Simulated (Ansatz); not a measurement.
Species: ethylene, C₂H₄, charge 0, multiplicity 1. 
Coordinates optimised at B3LYP-D3(BJ)/def2-TZVP (Ansatz, a program for electronic structure):
```
C
C 1 1.3246
H 1 1.0833 2 121.73
H 2 1.0833 1 121.73 3 180.00
H 1 1.0833 3 116.54 2 -180.00
H 2 1.0833 4 116.54 1 180.00
```
Charge 0, spin multiplicity 1.

Basis-set convergence of Hartree-Fock and CCSD(T) correlation energies (hartree) with Ansatz. Cores are frozen in the correlated levels unless marked. No spin-orbit coupling. No relativistic terms.

```
basis        functions      E(HF)  E(corr, CCSD(T))
-----------  ---------  ---------  ----------------
def2-SVPD           72  -77.98031          -0.32611
def2-TZVPPD        142          …                 …
```

Problem. Fill in the missing entries.

Solution. 
- def2-TZVPPD, E(HF): -78.06665
- def2-TZVPPD, E(corr, CCSD(T)): -0.37465
